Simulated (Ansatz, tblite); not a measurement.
**The cluster SiPt₃: one state, many levels**

One table from this session's results is given with a row withheld; the runs are named, their logs left out.

Computed with Ansatz 0.2.0, Gaussian basis. Level: as each input shows.

The runs, in order: GFN1-xTB, GFN2-xTB, PBE-D4/def2-TZVP, r2SCAN-D4/def2-TZVP, revPBE-D4/def2-TZVP, HF/def2-TZVP, ωB97X-V/def2-TZVP, BLYP-D4/def2-TZVP, HSE06-D4/def2-TZVP, PBE-D4/def2-SVP, PBE0-D4/def2-SVP, PBE0-D4/def2-TZVPD, PBE-D4/def2-TZVPD, r2SCAN-D4/def2-TZVPD, CCSD(T)/def2-TZVP, RPA/def2-TZVP.

## The structure

The geometry is that of the singlet, from an earlier relaxation (PBE0-D4/def2-SVP). At that level it is the lowest of the isomers that a small search found.

4 atoms, charge 0, spin multiplicity 1.

Bond lengths: Pt1–Si4 2.323 Å, Pt2–Si4 2.322 Å, Pt3–Si4 2.323 Å. Angles: Pt1–Si4–Pt2 69.0°, Pt1–Si4–Pt3 69.1°, Pt2–Si4–Pt3 69.1°.

Coordinates:

```
Pt    1.5809   -0.0707    0.0014
Pt   -0.6082    0.0403    1.4598
Pt   -0.6586   -1.1206   -0.9029
Si   -0.3141    1.1510   -0.5583
```

Pt takes a core potential in the def2 sets. No spin-orbit coupling is included.

PBE0-D4/def2-TZVP was run before; its log isn't repeated, and its numbers join the tables.

The first run:

Tight binding, by tblite at 300 K electronic temperature and without a spin-polarisation term:

```python
tblite.interface.Calculator('GFN1-xTB', numbers, positions, charge=0, uhf=0).singlepoint()
```

Tight binding, by tblite at 300 K electronic temperature and without a spin-polarisation term:

```python
tblite.interface.Calculator('GFN2-xTB', numbers, positions, charge=0, uhf=0).singlepoint()
```

start.molden holds the orbitals of an earlier run on this state, given as this run's starting guess.

Contents of in.yaml:

```yaml
crystal:
  periodic: [false, false, false]
  atoms:
    - {symbol: Pt, position_ang: [1.580880, -0.070740, 0.001370]}
    - {symbol: Pt, position_ang: [-0.608245, 0.040281, 1.459797]}
    - {symbol: Pt, position_ang: [-0.658571, -1.120574, -0.902909]}
    - {symbol: Si, position_ang: [-0.314064, 1.151023, -0.558267]}
basis:
  gaussian: {orbitals: def2-TZVP, initial_orbitals: start.molden}
hamiltonian: {xc: pbe, dispersion: d4}
scf: {omitted_lower_state_checks: [starts]}
output: {orbitals: {seedname: orbitals}}
```

Started as:

```bash
> ansatz run in.yaml --threads 4 --pin off --events-out ev --progress --plain --max-ram 3916MiB
```

Among the steps run: PBE-D4/def2-TZVP; r2SCAN-D4/def2-TZVP; revPBE-D4/def2-TZVP; HF/def2-TZVP; ωB97X-V/def2-TZVP; BLYP-D4/def2-TZVP; HSE06-D4/def2-TZVP; PBE-D4/def2-SVP; PBE0-D4/def2-SVP; PBE0-D4/def2-TZVPD; PBE-D4/def2-TZVPD; r2SCAN-D4/def2-TZVPD; CCSD(T)/def2-TZVP; RPA/def2-TZVP.

One table of the session follows, with a row left open; its other results are not shown here.

It belongs to the step «Binding energy». 

| level | binding an atom (eV) |
| --- | --- |
| HF/def2-TZVP | 0.919 |
| PBE-D4/def2-SVP | 3.331 |
| PBE-D4/def2-TZVP | 3.454 |
| PBE-D4/def2-TZVPD | 3.457 |
| revPBE-D4/def2-TZVP | 3.272 |
| BLYP-D4/def2-TZVP | 3.178 |
| r2SCAN-D4/def2-TZVP | 3.317 |
| r2SCAN-D4/def2-TZVPD | 3.320 |
| PBE0-D4/def2-SVP | 2.913 |
| PBE0-D4/def2-TZVP | 3.045 |
| PBE0-D4/def2-TZVPD | ? |
| HSE06-D4/def2-TZVP | 3.060 |
| ωB97X-V/def2-TZVP | 2.885 |
| MP2/def2-TZVP | 3.734 |
| CCSD/def2-TZVP | 2.755 |
| CCSD(T)/def2-TZVP | 3.117 |

**Question.** Estimate the row for PBE0-D4/def2-TZVPD.

The run gave: binding an atom (eV): 3.048. In the column «binding an atom (eV)» it lies between PBE0-D4/def2-TZVP (3.045) and HSE06-D4/def2-TZVP (3.060).

Limits of these values: Free atoms were run apart at each level; binding is atoms less cluster, divided by the number of atoms, without zero-point or spin-orbit terms.
